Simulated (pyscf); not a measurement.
**Four-centre exchange: `[O]=[Zr]([Cl])[Cl]` + `[ClH]` -> `[O]=[Zr]([Cl])[Cl]` + `[ClH]`**

Gas phase, singlet surface, charge 0. Bonds broken: Zr2–Cl3, Cl5–H6. Bonds formed: Zr2–Cl5, Cl3–H6. PySCF, gas phase, ωB97X-D3(BJ)/def2-SVP geometries.

Transition state (Å):

```xyz
6

O     -0.3794     0.0151     1.4662
Zr    -1.1990    -0.3790     0.0092
Cl    -0.6276    -2.7188    -0.8595
Cl    -3.4497     0.3606     0.0184
Cl     0.2427    -0.0502    -2.0811
H     -0.0228    -1.5600    -1.7318
```

One imaginary mode, 523i cm⁻¹; descent along it reached the two sides named, in the forms told below.

```
bond     change  reactant side (Å)  saddle  product side
-------  ------  -----------------  ------  ------------
Zr2–Cl3  breaks              2.421   2.560           2.7
Cl5–H6   breaks              1.306   1.572         2.444
Zr2–Cl5   forms                2.7   2.561         2.422
Cl3–H6    forms              2.462   1.572         1.307
```

Electronic energies relative to the separated reactants (kJ/mol):

```
level                   barrier  reaction energy  reverse barrier
----------------------  -------  ---------------  ---------------
ωB97X-D3(BJ)/def2-TZVP    -76.2              0.0            -76.2
PBE/def2-TZVP             -76.3              0.0            -76.3
r²SCAN/def2-TZVP          -79.2              0.0            -79.2
B3LYP-D3(BJ)/def2-TZVP    -68.5              0.0            -68.5
PBE0-D3(BJ)/def2-TZVP     -74.7              0.0            -74.7
M06-2X/def2-TZVP          -67.1              0.0            -67.1
ωB97M-D3(BJ)/def2-TZVP    -55.5              0.0            -55.5
HF/def2-TZVP                2.9              0.0              2.9
```

With ωB97M-D3(BJ)/def2-TZVP energies and thermal terms (ideal gas, 1 atm, RRHO with modes under 100 cm⁻¹ raised to 100, one conformer, R ln 2 for rigid chiral ones), in kJ/mol:

```tsv
T (K)	ΔH‡	ΔG‡	ΔH	ΔG
298	-62.1	-16.7	0.0	0.0
600	-61.5	29.3	0.0	0.0
900	-59.5	74.3	0.0	0.0
1200	-57.2	118.5	0.0	0.0
```

On the reactant side the descent ends in an adduct with a Cl–Zr contact, 89.5 kJ/mol under the separated species and 13.3 kJ/mol under the saddle at ωB97X-D3(BJ)/def2-TZVP. On the product side the descent ends in an adduct with a Cl–Zr contact, 89.4 kJ/mol under the separated species and 13.2 kJ/mol under the saddle at ωB97X-D3(BJ)/def2-TZVP. At ωB97X-D3(BJ), PBE, r²SCAN, B3LYP-D3(BJ), PBE0-D3(BJ), M06-2X, ωB97M-D3(BJ) the saddle lies under the separated reactants, which points to a path from their complex (located at ωB97X-D3(BJ) alone). At ωB97X-D3(BJ), PBE, r²SCAN, B3LYP-D3(BJ), PBE0-D3(BJ), M06-2X, ωB97M-D3(BJ) the saddle lies under the separated products, which points to a path from their complex (located at ωB97X-D3(BJ) alone). What is counted as formed (Cl–Zr) is already present as a longer contact in the reactant adduct; forming that adduct is a step of its own. What is counted as broken (Cl–Zr) persists as a longer contact in the product adduct; parting that adduct is a step of its own. One saddle was located; it need not be the lowest between these sides. Elements past Kr carry the def2 core potentials, without spin-orbit coupling.
